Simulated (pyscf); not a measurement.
F–Ge:–F (SMILES [F][Ge][F]) [singlet] + H₂ (SMILES [H][H]) -> F–GeH₂–F (SMILES [F][GeH2][F]), an insertion (singlet surface; H–H broken, Ge–H, Ge–H formed). PySCF, gas phase, ωB97X-D3(BJ)/def2-SVP geometries. Energies in kcal/mol from the separated reactants.

AM1 to PM7: differences of heats of formation from MOPAC, which are fitted to 298 K values and so differ in kind from electronic energies by zero-point and thermal terms. 

Task: In single points PM3 puts the saddle at 6.5 kcal/mol and the reaction energy at -30.7 kcal/mol. Should these be trusted to within a few kcal/mol? Compare with ωB97M-D3(BJ)/def2-TZVP.

Result: ωB97M-D3(BJ)/def2-TZVP gives ΔE‡ = 70.0 kcal/mol and ΔE = -9.2 kcal/mol. PM3 lies 63.5 kcal/mol under it in the barrier and 21.5 kcal/mol under it in the reaction energy, so on this step it does not hold to within 3.0 kcal/mol. ωB97M-D3(BJ)/def2-TZVP has limits of its own. The same reactants have a lower exit, to HF + F–GeH: [singlet] (barrier +34.5 kcal/mol at ωB97M-D3(BJ)/def2-TZVP, against +70.0 kcal/mol here). This is the saddle that the search found; another between the same sides may lie lower. In the def2 sets elements up to Kr have no core potential.
